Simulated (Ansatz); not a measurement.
We consider black phosphorus, described by PBE0-D3(BJ) (PAW; Ansatz, an electronic-structure program).

Numerical settings: plane-wave cutoff 460 eV, 8×8×6 k mesh (along the axes of the cell as run), Fermi–Dirac smearing 0.01 eV, scalar-relativistic PAW data made under PBE.

Cell (relaxed at this level):

```xyz
4
Lattice="1.6451 -5.0888 0.0000 1.6451 5.0888 0.0000 0.0000 0.0000 4.2311" Properties=species:S:1:pos:R:3 pbc="T T T"
P      1.6451     4.0279     3.9041
P      1.6451     1.0610     1.7886
P      1.6451    -1.0610     2.4425
P      1.6451    -4.0279     0.3270
```

### Question
Give the computed band gap and Γ–Γ gap.

### Answer

* **band gap**: 0.38 eV (on the SCF k mesh) (direct)
* **Γ–Γ gap**: 3.69 eV

Measured, for comparison: band gap 0.35 eV (temperature not stated, no zero-point or thermal correction; as tabulated in Das et al. (2018), arXiv:1807.05623).

Computed values are for the static lattice.
